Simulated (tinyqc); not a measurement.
Inside a calculation. Method: UHF in the sto-6g basis, for CH, spin multiplicity 4. One step of it, computed by the program tinyqc.

Problem. Iteration 2: DIIS coefficients. Solve [B -1; -1 0][c; lambda] = [0; -1] for the coefficients, which sum to one.

B (overlaps of the stored error matrices):
```
[[8.2464801e-01, -1.5788594e-02],
 [-1.5788594e-02, 6.9987591e-02]]
```

Give: DIIS coefficients.

Solution.

DIIS coefficients: [0.093, 0.907]
